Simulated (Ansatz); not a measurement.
Ansatz (a quantum-chemistry and plane-wave program) input (HF/3-21G): The .json file is the Basis Set Exchange's 3-21G.

Ansatz 0.2 input:
```yaml
crystal:
  periodic: [false, false, false]
  atoms:
    - {symbol: C, position_ang: [1.19366356, -0.31044521, -0.00257915]}
    - {symbol: C, position_ang: [0.00971885, 0.69672871, -0.14217355]}
    - {symbol: N, position_ang: [-1.29373988, -0.08227343, 0.02966683]}
    - {symbol: H, position_ang: [2.14815313, 0.22163287, 0.03997619]}
    - {symbol: H, position_ang: [1.16541923, -0.98135459, 0.88521615]}
    - {symbol: H, position_ang: [1.24311876, -0.97798808, -0.87032494]}
    - {symbol: H, position_ang: [0.06486338, 1.34453236, 0.75397507]}
    - {symbol: H, position_ang: [-1.22511077, -0.85040853, 0.70600133]}
    - {symbol: H, position_ang: [-1.56055914, -0.49820095, -0.85399541]}
basis:
  gaussian:
    orbitals: 3-21G.json
hamiltonian:
  xc: {name: HF}
total_charge: -1
phonons: {temperatures: {t_min: 298.15, t_max: 298.15, t_step: 100}}
```

Task: Which harmonic wavenumbers does it give?

Result: 310, 386, 430, 742, 902, 942, 988, 1113, 1189, 1316, 1496, 1515, 1652, 1685, 1827, 2851, 2921, 3070, 3118, 3346, 3565 cm⁻¹ (unscaled; negative means imaginary).
